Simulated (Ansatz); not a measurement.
# NO (doublet): from Hartree-Fock to the top rungs, cc-pVTZ

How much of the correlation energy of NO (doublet) does each wave-function method recover here?

Computed with Ansatz 0.2.0, Gaussian basis. Level: cc-pVTZ, core rule «outside noble gas», up to 2 orbitals frozen.

To be run: UHF; CCSD(T) on ROHF; CCSD(T) on UHF; BCCD(T) on ROHF; CISD; CCSDT(Q) on ROHF; CCSDT(Q) on UHF; CASSCF and MRCISD+Q, 11 electrons in 8 orbitals; CASSCF and MRCISD+Q(relaxed), 11 electrons in 8 orbitals; CASSCF and NEVPT2, 11 electrons in 8 orbitals.

5 further runs of the same task are left out: 5 set aside as unsound or not needed.

## Step 1: The geometry

The geometry is a PBE0/def2-TZVP stationary point (not a proven minimum).

2 atoms, charge 0, spin multiplicity 2.

Atoms are counted from 1 here; the program's logs count them from 0.

Bond lengths: N1–O2 1.140 Å.

## Step 2: UHF

in.yaml reads:

```yaml
crystal:
  periodic: [false, false, false]
  atoms:
    - {symbol: N, position_ang: [0.000000, 0.000000, 0.000000]}
    - {symbol: O, position_ang: [0.000000, 0.000000, 1.139769]}
basis:
  gaussian: {orbitals: cc-pVTZ}
magnetization: {spin_polarized: true, initial_magnetization: 1}
hamiltonian: {xc: hf}
output: {orbitals: {seedname: orbitals}}
```

Command:

```console
ansatz run in.yaml --threads 1 --pin off --events-out ev --progress --plain --max-ram 4096MiB --backend cpu
```

After this run come: CCSD(T) on ROHF; CCSD(T) on UHF; BCCD(T) on ROHF; CISD; CCSDT(Q) on ROHF; CCSDT(Q) on UHF; CASSCF and MRCISD+Q, 11 electrons in 8 orbitals; CASSCF and MRCISD+Q(relaxed), 11 electrons in 8 orbitals; CASSCF and NEVPT2, 11 electrons in 8 orbitals.

Before running them: what should the planned runs give, taken together? Wanted: UCCSDT(Q) below the RHF energy; RMP2 from UCCSDT(Q); UMP2 from UCCSDT(Q); RCCSD from UCCSDT(Q); RCCSD(T) from UCCSDT(Q); UCCSD(T) from UCCSDT(Q); RCCSDT(Q) from UCCSDT(Q); NEVPT2 valence from UCCSDT(Q); MRCISD+Q valence from UCCSDT(Q).

As calculated:

| quantity | value |
| --- | --- |
| UCCSDT(Q) below the RHF energy | -11.6339 eV |
| RMP2 from UCCSDT(Q) | +531.8 meV |
| UMP2 from UCCSDT(Q) | +668.5 meV |
| RCCSD from UCCSDT(Q) | +550.2 meV |
| RCCSD(T) from UCCSDT(Q) | +42.5 meV |
| UCCSD(T) from UCCSDT(Q) | +45.5 meV |
| RCCSDT(Q) from UCCSDT(Q) | +4.5 meV |
| NEVPT2 valence from UCCSDT(Q) | +1308.9 meV |
| MRCISD+Q valence from UCCSDT(Q) | +88.5 meV |
| MRCISD+Q(relaxed) valence from UCCSDT(Q) | +58.6 meV |
| levels within 1 kcal/mol (43 meV) | RCCSD(T), BCCD(T), RCCSDT, UCCSDT, RCCSDT(Q) |
| T1 diagnostic | 0.022 |
| effectively unpaired electrons | 1.05 |

RCCSD(T) lands +42.5 meV from the yardstick (0.4 % of the correlation energy). One determinant dominates. Of the multireference levels listed MRCISD+Q(relaxed) valence comes nearest in total energy (+58.6 meV), which doesn't show that its space is the better one. These misses are within one basis, not against nature; the frozen cores of restricted and unrestricted runs differ, which can shift their rows.
